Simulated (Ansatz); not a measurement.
Diamond-structure Ge was calculated with G0W0@HSE06 (Ansatz, an electronic-structure program, plane waves, hard PAW, contour deformation).

The same calculation (at the measured cell, 22.641 Å³/atom) with different numerical settings; throughout: k mesh 2×2×2:

| run | response cutoff (eV) | empty bands | quasiparticle gap on the mesh (eV) | quasiparticle gap at Γ (eV) | rough time |
|---|---|---|---|---|---|
| 1 | 100 | 189 | 1.034 | 1.411 | 60 core-s |
| 2 | 150 | 347 | 1.038 | 1.348 | 100 core-s |
| 3 | 200 | 534 | 1.038 | 1.318 | 4 core-min |
| 4 | 250 | 747 | 1.038 | 1.302 | 7 core-min |
| 5 | 300 | 982 | 1.038 | 1.291 | 10 core-min |
| 6 | 400 | 1511 | 1.037 | 1.280 | 30 core-min |

In the column quasiparticle gap at Γ (eV) the first row differs from the last by +0.131 and the next to last by +0.011.

The last row is no converged limit: other settings stay fixed.

Spin–orbit coupling is not included.

Note: filled d or f shells below the valence bands can shift G0W0 gaps through exchange with them, which wasn't tested here. Note: GW on a hybrid start was not checked against another program.
